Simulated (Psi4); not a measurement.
# HNO (nitroxyl): CCSD(T)/cc-pVTZ (ints tolerance 1e-06, sweep point 3)

Wanted: the energy of HNO (nitroxyl). 

The results are computed with Psi4 1.11.

18 further runs of the same task are left out: 18 set aside as unsound or not needed.

### 1 Starting point

HNO: 3 atoms, total charge 0, spin state singlet. As SMILES, `N=O`. Geometry: relaxed at GFN2-xTB.

Bond lengths: N1–O2 1.201 Å, N1–H3 1.062 Å. Angles: O2–N1–H3 112.4°.

### 2 A single-point energy at CCSD(T)/cc-pVTZ (ints tolerance 1e-06, sweep point 3)

File input.dat:

```
memory 1600 MB

molecule geom {
  0 1
  N     -0.275940     0.297220    -0.114780
  O      0.768580     0.418030     0.466150
  H     -0.492640    -0.715240    -0.351380
  symmetry c1
}

set {
  basis           cc-pVTZ
  puream          true
  scf_type        direct
  num_frozen_docc 2
  ints_tolerance  1e-06
  maxiter         60
}

energy('ccsd(t)')
print_variables()
```

On the command line:

```console
$ psi4 input.dat output.dat -n 1
```

output.dat:

```text
[...]
  Running in c1 symmetry.
[...]
  Nuclear repulsion =   30.405126668910015
[...]
  Multiplicity = 1
[...]
  Nalpha       = 8
  Nbeta        = 8
[...]
    Number of basis functions: 74
[...]
   @DF-RHF iter   1:  -129.80416175452152   -6.63990e-01   3.64597e-03 DIIS/ADIIS
[...]
   @RHF iter  17:  -129.83632966971908   -3.72324e-12   8.45692e-09 DIIS
[...]
    Orbital Energies [Eh]
    ---------------------
    Doubly Occupied:
       1A    -20.650540     2A    -15.707721     3A     -1.529497
       4A     -0.989416     5A     -0.743999     6A     -0.664657
       7A     -0.594971     8A     -0.421026
[...]
  @RHF Final Energy:  -129.83632966971908
   => Energetics <=
    Nuclear Repulsion Energy =             30.4051266689100146
    One-Electron Energy =                -237.8792563920954990
    Two-Electron Energy =                  77.6378000534664210
    Total Energy =                       -129.8363296697190776
[...]
 Multipole Moments:
 ------------------------------------------------------------------------------------
     Multipole            Electronic (a.u.)      Nuclear  (a.u.)        Total (a.u.)
 ------------------------------------------------------------------------------------
 L = 1.  Multiply by 2.5417464519 to convert [e a0] to [Debye]
 Dipole X            :          0.4049315           -0.8484865           -0.4435551
 Dipole Y            :          0.3163651           -0.9813969           -0.6650318
 Dipole Z            :         -0.0000000            0.0000000           -0.0000000
 Magnitude           :                                                    0.7993800
[...]
      * MP2 total energy                      = -130.271656974365811
[...]
      * CCSD total energy                     = -130.277732269273713
[...]
      * CCSD(T) total energy                  = -130.297414666537833
[...]
```

Run time: 19 s. Hardware: 1 thread of AMD EPYC 7R43 (Zen 3), shared host; peak memory 0.51 GiB.

### 3 Summary of results

At CCSD(T)/cc-pVTZ (ints tolerance 1e-06, sweep point 3), 2 core orbitals frozen:

```
                                   quantity          value
                               total energy  -130.29741 Eh
        HOMO energy (Hartree–Fock orbitals)      -11.46 eV
        LUMO energy (Hartree–Fock orbitals)        2.40 eV
      HOMO–LUMO gap (Hartree–Fock orbitals)       13.86 eV
correlation energy (2 core orbitals frozen)     -461.1 mEh
                             (T) correction     -19.68 mEh
                              T1 diagnostic          0.015
```

What this shows: The triples make up 4.3 % of the correlation energy.
